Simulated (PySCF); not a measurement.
**Bonding in DPP**

DPP, C₆H₄N₂O₂.
Numbering: `[O:1]=[C:2]1[NH:3][CH:4]=[C:5]2[C:6](=[O:7])[NH:8][CH:9]=[C:10]12` (hydrogens: H11 on N3; H12 on C4; H13 on N8; H14 on C9)

Cartesian coordinates in Å at the GFN2-xTB level; atoms count from 1:
```xyz
14
C6H4N2O2 angstrom
O      2.0428    2.1253   -0.1514
C      1.4571    1.0725   -0.0740
N      2.0993   -0.1786    0.0267
C      1.2163   -1.2169    0.1003
C     -0.0475   -0.7197    0.0532
C     -1.4566   -1.0721    0.0701
O     -2.0412   -2.1256    0.1452
N     -2.0996    0.1784   -0.0290
C     -1.2168    1.2168   -0.1029
C      0.0475    0.7204   -0.0564
H      3.1028   -0.2717    0.0407
H      1.5574   -2.2326    0.1806
H     -3.1031    0.2712   -0.0418
H     -1.5590    2.2321   -0.1835
```

Bond orders from the PBE0/pcSseg-1 density (PySCF). Isolated species at its GFN2-xTB geometry, gas phase.

Q: How far do the computed orders between heavy atoms stray from the drawn ones?

A: The largest departure is 0.472, at C4–C5 (drawn double, 1.528) and C9–C10 (drawn double, 1.528). Drawn single, order above 1.12: N3–C4 (1.121), N8–C9 (1.121) and C10–C5 (1.208). Drawn double or triple, more than 0.30 short of the drawn order: C4–C5 (1.528) and C9–C10 (1.528).

Q: Give the Mayer order of every bond between heavy atoms, beside its length.

A: 
```
  bond  drawn as  length (Å)  Mayer order
 O1–C2    double       1.207        1.976
 C2–N3    single       1.410        1.008
 N3–C4    single       1.365        1.121
 C4–C5    double       1.359        1.528
 C5–C6    single       1.453        0.992
 C6–O7    double       1.207        1.976
 C6–N8    single       1.410        1.008
 N8–C9    single       1.365        1.121
C9–C10    double       1.359        1.528
C10–C2    single       1.453        0.992
C10–C5    single       1.447        1.208
```

Bonds between the same two heavy elements. C–O: all 2 within 0.02 of one another (1.976 to 1.976). C–N: lowest C2–N3 and C6–N8 (1.008, 1.410 Å), highest N3–C4 and N8–C9 (1.121, 1.365 Å). C–C: lowest C5–C6 and C10–C2 (0.992, 1.453 Å), highest C4–C5 and C9–C10 (1.528, 1.359 Å). Bonds named together lie within 0.004.

Q: And the bonds to hydrogen?

A: H–N: 0.92 (2 bonds); C–H: 0.96 (2 bonds).

Q: Sum the orders of all bonds at each heavy atom with more than one neighbour and set the sums beside the valence in the SMILES.

A: C2 3.976 (drawn 4), N3 3.045 (drawn 3), C4 3.614 (drawn 4), C5 3.728 (drawn 4), C6 3.976 (drawn 4), N8 3.045 (drawn 3), C9 3.614 (drawn 4), C10 3.728 (drawn 4). Orders between atoms that aren't bonded are not in these sums.

For a closed shell the Mayer order of atoms A and B is Σ (PS)μν (PS)νμ over the basis functions μ on A and ν on B, with P the density and S the overlap matrix.
